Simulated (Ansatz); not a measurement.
# CH5NSi (SMILES C[SiH]=N): functionals against CCSD(T) at one geometry

One table from this session's results is given with a row withheld; the runs are named, their logs left out.

Program: Ansatz 0.2.0, Gaussian basis. Level of theory: single points in def2-TZVPP. These are calculated values, not measurements.

Cores are frozen in the correlated methods. B3LYP uses VWN-RPA correlation.

### The starting structure

SMILES `C[SiH]=N`, 8 atoms, charge 0, spin multiplicity 1.

Atoms are counted from 1 here; the program's logs count them from 0.

Bond lengths: C1–Si2 1.882 Å, C1–H4 1.123 Å, C1–H5 1.088 Å, C1–H6 1.168 Å, Si2–N3 1.554 Å, Si2–H7 1.613 Å, N3–H8 1.048 Å. Angles: Si2–C1–H4 109.1°, Si2–C1–H5 116.0°, Si2–C1–H6 115.4°, H4–C1–H5 107.9°, H4–C1–H6 99.5°, H5–C1–H6 107.4°, C1–Si2–N3 115.1°, C1–Si2–H7 102.5°, N3–Si2–H7 142.4°, Si2–N3–H8 121.6°.

Coordinates:

```xyz
8
CH5NSi
C    -0.6575    0.8565   -0.4242
Si    0.6734   -0.3202    0.1971
N     0.1451   -1.6381    0.8286
H    -1.2640    0.3398   -1.2163
H    -0.3065    1.8014   -0.8339
H    -1.5063    1.1017    0.3405
H     2.0293    0.5067   -0.0871
H     0.7959   -2.3494    1.2382
```

Set-up of the first run:

File run/in.yaml:

```yaml
crystal:
  periodic: [false, false, false]
  atoms:
    - {symbol: C, position_ang: [-0.657500, 0.856500, -0.424200]}
    - {symbol: Si, position_ang: [0.673400, -0.320200, 0.197100]}
    - {symbol: N, position_ang: [0.145100, -1.638100, 0.828600]}
    - {symbol: H, position_ang: [-1.264000, 0.339800, -1.216300]}
    - {symbol: H, position_ang: [-0.306500, 1.801400, -0.833900]}
    - {symbol: H, position_ang: [-1.506300, 1.101700, 0.340500]}
    - {symbol: H, position_ang: [2.029300, 0.506700, -0.087100]}
    - {symbol: H, position_ang: [0.795900, -2.349400, 1.238200]}
basis:
  gaussian: {orbitals: def2-TZVPP}
correlation: {method: ccsd_t}
output: {forces: true}
```

No record of the launch command was kept for these runs.

Among the steps run: CCSD(T)/def2-TZVPP; PBE0-D4/def2-TZVPP; wB97M-V/def2-TZVPP; r2SCAN-D4/def2-TZVPP; PBE-D4/def2-TZVPP; B3LYP-D4/def2-TZVPP; LC-wPBE/def2-TZVPP.

One table of the session follows, with a row left open; its other results are not shown here.

```
   method  RMS force component (eV/Å)  angle to CCSD(T) forces (°)  dipole (D)
  CCSD(T)                       1.457                    reference        1.85
  PBE0-D4                       1.337                          5.6        1.98
  wB97M-V                           ?                            ?           ?
r2SCAN-D4                       1.356                          3.5        1.84
   PBE-D4                       1.362                          5.1        1.72
 B3LYP-D4                       1.354                          4.4        1.95
  LC-wPBE                       1.305                         11.6        2.22
```

**Question.** Estimate the row for wB97M-V.

As computed: RMS force component (eV/Å): 1.342; angle to CCSD(T) forces (°): 6.7; dipole (D): 2.05. In the column «RMS force component (eV/Å)» it lies between PBE0-D4 (1.337) and B3LYP-D4 (1.354).
